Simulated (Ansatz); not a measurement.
The same path of FH3Si + H2O (8 atoms, charge 0, multiplicity 1) was run twice with different band settings. Lost on the way: Si1–H2, O6–H8. Made: Si1–O6, H2–H8.

All numbers below come from RKS PBE0-D4/cc-pVDZ (Ansatz 0.2.0).

Relaxed end points:

```xyz
8
Properties=species:S:1:pos:R:3
Si 0.335 -0.083 -0.090
H 0.455 -0.762 1.233
H 1.697 0.330 -0.554
F -0.493 1.350 0.095
H -0.327 -0.918 -1.129
O -2.386 -0.451 0.804
H -2.309 -0.465 1.766
H -2.298 0.492 0.597
```

```xyz
8
Properties=species:S:1:pos:R:3
Si -0.250 0.125 -0.840
H -0.876 -0.436 3.627
H 1.158 -0.103 -0.427
F -0.481 1.741 -1.039
H -0.629 -0.501 -2.141
O -1.191 -0.447 0.417
H -2.143 -0.448 0.260
H -0.914 -0.438 2.864
```

Common settings: movable images 9; climbing image yes; spring 5.0 eV/Å²; optimiser quadratic models (default); start path through a guess of the saddle point; iteration limit 60; end points relaxed.

| run | force threshold |
| --- | --- |
| 1 | 0.03 eV/Å |
| 2 | 0.2 eV/Å |

Question: What does each run give, and how far can it be trusted?

Answer: Run 1: converged after 37 iterations, highest image 1.370 eV above the first end. The profile has 2 maxima (images 1, 6) with wells between them (image 2): this band takes more than one step, which may be the mechanism or a detour left from its start path. Neighbouring images differ by up to 1.8 eV, so the band resolves the path poorly. A vibrational analysis at the climbing image gives one clearly imaginary mode, 1209i cm⁻¹: a first-order saddle point.
Run 2: converged after 21 iterations, highest image 1.376 eV above the first end. The threshold of 0.2 eV/Å is loose, so the images may lie well off the minimum-energy path. The profile has 2 maxima (images 1, 5) with wells between them (image 2): this band takes more than one step, which may be the mechanism or a detour left from its start path. Neighbouring images differ by up to 1.7 eV, so the band resolves the path poorly. The order of the point at the top wasn't checked.
The orbitals stay closed-shell, which can raise the energy where a bond breaks towards radicals; this wasn't checked here.
